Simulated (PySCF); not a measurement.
Compound: formyl fluoride, CHFO.
SMILES: `O=CF`

Level: B3LYP/def2-SVPD in PySCF, non-relativistic, on one gas-phase PBE0-D3(BJ)/def2-SVP geometry that isn't relaxed in the solvent. The solvent is an IEF-PCM continuum (Bondi radii, 1.10 Å for H, scaled by 1.2), and excitations are vertical TDDFT with non-equilibrium linear response and a frozen core. Specific hydrogen bonds and non-electrostatic terms are outside this model.

```tsv
run	E − E(gas) (kcal/mol)	HOMO (eV)	HOMO–LUMO gap (eV)	dipole (D)	lowest singlet (eV)	static polarisability (au)
gas	0.00	-9.39	7.97	2.11	5.94	18.1
P	-1.86	-9.34	8.04	2.34	6.01	19.6
Q	-4.12	-9.32	8.14	2.64	6.11	21.6
```

**Question.** The runs were made in acetonitrile and benzene. Which run belongs to which solvent?

**Answer.** P = benzene, Q = acetonitrile. The dielectric constants are 2.271 (benzene), 35.69 (acetonitrile), and the energy falls further as ε rises. The optical constants n² used for the excitations are 2.25, 1.81 in the same order. In this model the ground state sees the solvent through ε alone.

**Question.** How constant is the ratio of the lowering to (ε − 1)/(2ε + 1)?

**Answer.** 
| solvent | (ε − 1)/(2ε + 1) | E − E(gas) (kcal/mol) | ratio (kcal/mol) | polarisation term (kcal/mol) |
| --- | --- | --- | --- | --- |
| benzene | 0.229 | -1.86 | -8.1 | -2.02 |
| acetonitrile | 0.479 | -4.12 | -8.6 | -4.90 |

The ratio changes by +5.9 % in size from benzene to acetonitrile. The polarisation term is half the interaction of the solute with the induced surface charges.
